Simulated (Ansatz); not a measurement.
# BSiO+ (triplet): from Hartree-Fock to the top rungs, cc-pVTZ

An exercise on one series of results from a longer session: the logs are not shown, and one member is left open.

Computed with Ansatz 0.2.0, Gaussian basis. Level: cc-pVTZ, core rule «outside noble gas», up to 7 orbitals frozen.

Plan: UHF; CCSD(T) on ROHF; CCSD(T) on UHF; BCCD(T) on ROHF; CCSDT(Q) on ROHF; CCSDT(Q) on UHF; CASSCF and NEVPT2, 12 electrons in 12 orbitals.

7 further runs of the same task are left out: 2 for a known fault of the program, 5 set aside as unsound or not needed.

### The geometry

The geometry is a PBE0/def2-TZVP stationary point (not a proven minimum) of the parent state, kept for this charge and spin.

3 atoms, charge 1, spin multiplicity 3.

Atoms are counted from 1 here; the program's logs count them from 0.

Bond lengths: B1–O2 1.292 Å, O2–Si3 1.680 Å. Angles: B1–O2–Si3 180.0°.

Set-up of the first run:

File in.yaml:

```yaml
crystal:
  periodic: [false, false, false]
  atoms:
    - {symbol: B, position_ang: [0.000000, 0.000000, -1.421400]}
    - {symbol: O, position_ang: [0.000000, 0.000000, -0.129200]}
    - {symbol: Si, position_ang: [0.000000, 0.000000, 1.550600]}
basis:
  gaussian: {orbitals: cc-pVTZ}
total_charge: 1
magnetization: {spin_polarized: true, initial_magnetization: 2}
hamiltonian: {xc: hf}
output: {orbitals: {seedname: orbitals}}
```

Command:

```console
> ansatz run in.yaml --threads 1 --pin off --events-out ev --progress --plain --max-ram 4096MiB --backend cpu
```

Steps of the session up to this table: UHF; CCSD(T) on ROHF; CCSD(T) on UHF; BCCD(T) on ROHF; CCSDT(Q) on ROHF; CCSDT(Q) on UHF; CASSCF and NEVPT2, 12 electrons in 12 orbitals.

One table of the session follows, with a row left open; its other results are not shown here.

| method | from UCCSDT(Q) (kJ/mol) |
| --- | --- |
| ROHF | +1012.3 |
| UHF | ? |
| RMP2 | +96.1 |
| UMP2 | +95.6 |
| RCCSD | +50.4 |
| UCCSD | +49.7 |
| RCCSD(T) | +5.2 |
| UCCSD(T) | +5.6 |
| BCCD(T) | +5.4 |
| RCCSDT | +3.0 |
| UCCSDT | +2.9 |
| RCCSDT(Q) | +0.9 |
| UCCSDT(Q) | 0 |
| CASSCF valence | +594.5 |
| NEVPT2 valence | +145.0 |

Q: Estimate the row for UHF from the others.

**Answer.** from UCCSDT(Q) (kJ/mol): +991.3. In the column «from UCCSDT(Q) (kJ/mol)» it lies between CASSCF valence (+594.5) and ROHF (+1012.3).

To keep in mind: Restricted and unrestricted rows rest on different reference determinants; where their highest levels disagree by more than a few hundredths of an eV, they describe different states and don't form one ladder.
